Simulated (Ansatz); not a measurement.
**Four-centre ligand exchange**

Start structure (CH8AlN, closed shell), relaxed at PBE0-D4/def2-TZVP:

Al1  (0.122, -1.329, 0.906)
H2  (1.294, -1.875, -0.045)
H3  (-1.381, -1.740, 0.521)
H4  (0.461, -1.132, 2.462)
H5  (0.996, 1.039, 0.542)
N6  (0.096, 0.629, 0.310)
C7  (-0.193, 0.805, -1.121)
H8  (-0.594, 1.118, 0.873)
H9  (-0.201, 1.857, -1.416)
H10  (-1.163, 0.358, -1.338)
H11  (0.563, 0.271, -1.696)
(Å)

The step: CH₅N ([CH3][NH2]) + AlH₃ → CH₆AlN ([CH3][NH][AlH2]) + H₂; bonds formed: H2–H5; dative contacts that become bonds: Al1–N6; bonds broken: Al1–H2, H5–N6. Computed with Ansatz 0.2.0 (basis: def2-TZVPP and def2-QZVPP); correlated methods freeze the cores. Extrapolation: Hartree–Fock as exp(−7.88 √X), correlation as X^−2.97. Energies below are by CCSD(T) at an estimated basis limit (MP2 extrapolated from triple and quadruple zeta, plus CCSD(T) − MP2 in triple zeta).

(1) What are the electronic barrier and the energy of the step, from the start structure to the end structure? (An estimate is asked for; the value comes from the calculation.)

T1 diagnostic: at most 0.011.

## Answers

(1) Computed: Barrier 1.481 eV; step energy 0.549 eV (uphill); reverse barrier, their difference, 0.932 eV. Barrier and step energy count from the start structure, the reverse barrier from the end structure.

The saddle point: One imaginary mode of 1210i cm⁻¹.
```json
{"pair": "Al1–N6", "start (Å)": "2.05", "saddle (Å)": "1.89", "end (Å)": "1.77"}
{"pair": "H2–H5", "start (Å)": "2.99", "saddle (Å)": "0.99", "end (Å)": "0.75"}
{"pair": "Al1–H2", "start (Å)": "1.61", "saddle (Å)": "1.83", "end (Å)": "2.76"}
{"pair": "H5–N6", "start (Å)": "1.02", "saddle (Å)": "1.43", "end (Å)": "3.14"}
```

Zero-point energy (harmonic, PBE0-D4): ZPE is 2.392 eV at the start and 2.234 eV at the saddle, so the barrier goes from 1.481 to 1.323 eV.

First-order rate constant out of the start structure at 898 K by transition-state theory, with harmonic vibrational free energies alone and no tunnelling: ΔA‡ = 1.370 eV, so k = (kB T/h) exp(−ΔA‡/kB T) ≈ 10^6 s⁻¹ (an order of magnitude at best: rotation, the number of equivalent paths and anharmonicity are left out).

The step is the kind of exchange with an N–H group that builds nitride films in atomic layer and chemical vapour deposition.

Labels in which every atom is bracketed show which atoms are joined, not bond orders.

For scale, one of the runs: CCSD(T)/def2-TZVPP, 216 basis functions, launched by `ansatz run in.yaml --threads 2 --pin off --events-out ev --progress --plain --max-ram 4352MiB`. The run took 26 s on 2 CPU threads of an Intel Xeon 6975P-C (shared host), with 3.3 GiB of host memory at its peak.
